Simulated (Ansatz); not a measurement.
# C3H6F2: basis-set convergence

How large a basis does C3H6F2 need? Two functionals are run in growing sets.

The runs use Ansatz 0.2.0, Gaussian basis; one geometry, several basis sets.

Plan: PBE0-D4/def2-SVP; ωB97M-V/def2-SVP; PBE0-D4/def2-QZVPP; ωB97M-V/def2-QZVPP; the functionals' def2-TZVPP values are taken from earlier runs.

## (1) Structure used throughout

All runs share one geometry, relaxed beforehand with PBE0-D4/def2-TZVP.

SMILES `CC(C)(F)F`, 11 atoms, charge 0, spin multiplicity 1.

Atoms are counted from 1 here; the program's logs count them from 0.

Bond lengths: C1–C2 1.504 Å, C1–H6 1.090 Å, C1–H7 1.090 Å, C1–H8 1.090 Å, C2–C3 1.504 Å, C2–F4 1.370 Å, C2–F5 1.370 Å, C3–H9 1.090 Å, C3–H10 1.090 Å, C3–H11 1.090 Å. Angles: C2–C1–H6 109.2°, C2–C1–H7 110.1°, C2–C1–H8 110.0°, H6–C1–H7 109.2°, H6–C1–H8 109.2°, H7–C1–H8 109.1°, C1–C2–C3 116.0°, C1–C2–F4 108.7°, C1–C2–F5 108.7°, C3–C2–F4 108.7°, C3–C2–F5 108.7°, F4–C2–F5 105.6°, C2–C3–H9 110.0°, C2–C3–H10 109.2°, C2–C3–H11 110.1°, H9–C3–H10 109.2°, H9–C3–H11 109.1°, H10–C3–H11 109.2°.

## (2) PBE0-D4 in def2-SVP

Input file in.yaml:

```yaml
crystal:
  periodic: [false, false, false]
  atoms:
    - {symbol: C, position_ang: [-1.154136, 0.441297, 0.391197]}
    - {symbol: C, position_ang: [0.152158, 0.368092, -0.351352]}
    - {symbol: C, position_ang: [1.022092, -0.819062, -0.039868]}
    - {symbol: F, position_ang: [-0.106471, 0.381808, -1.696997]}
    - {symbol: F, position_ang: [0.864191, 1.511816, -0.100856]}
    - {symbol: H, position_ang: [-1.692034, 1.338404, 0.083859]}
    - {symbol: H, position_ang: [-0.971717, 0.483256, 1.465289]}
    - {symbol: H, position_ang: [-1.761717, -0.435543, 0.166030]}
    - {symbol: H, position_ang: [1.285470, -0.822050, 1.018116]}
    - {symbol: H, position_ang: [1.933322, -0.762632, -0.635741]}
    - {symbol: H, position_ang: [0.494141, -1.742484, -0.279176]}
basis:
  gaussian: {orbitals: def2-SVP}
hamiltonian: {xc: pbe0, dispersion: d4}
output: {orbitals: {seedname: orbitals}}
```

Run with:

```
$ ansatz run in.yaml --threads 4 --pin off --events-out ev --progress --plain --max-ram 10444MiB
```

After this run come: ωB97M-V in def2-SVP; PBE0-D4 in def2-QZVPP; ωB97M-V in def2-QZVPP.

Q: Predict the results of all the runs planned. Wanted: PBE0-D4: double and triple zeta above quadruple; ωB97M-V: double and triple zeta above quadruple.

As calculated:

| quantity | value |
| --- | --- |
| PBE0-D4: double and triple zeta above quadruple | 10.63, 0.46 eV |
| ωB97M-V: double and triple zeta above quadruple | 10.98, 0.44 eV |

PBE0-D4 gains 10.18 eV from double to triple zeta, then 0.46 eV more. Total energies overstate the basis error of differences, where much of it tends to cancel. The LUMO of ωB97M-V is positive and keeps falling with the basis (3.46 to 1.82 eV): an unbound level that the basis holds in place.
